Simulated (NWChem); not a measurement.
Species: C2H, doublet; SMILES [C]#C

Program: NWChem. Spin-unrestricted. No stability test was run on the SCF state. The level has its own optimisation; frequencies are unscaled.

Q: Estimate the computed values for PBE0/def2-SVP. Quantities: r C–C (Å); r C–H (Å); highest harmonic frequency (cm⁻¹); lowest (cm⁻¹); zero-point energy (kcal/mol); dipole (D).

A: 
- r C–C (Å) = 1.212
- r C–H (Å) = 1.076
- highest harmonic frequency (cm⁻¹) = 3473
- lowest (cm⁻¹) = 547
- zero-point energy (kcal/mol) = 9.5
- dipole (D) = 0.75
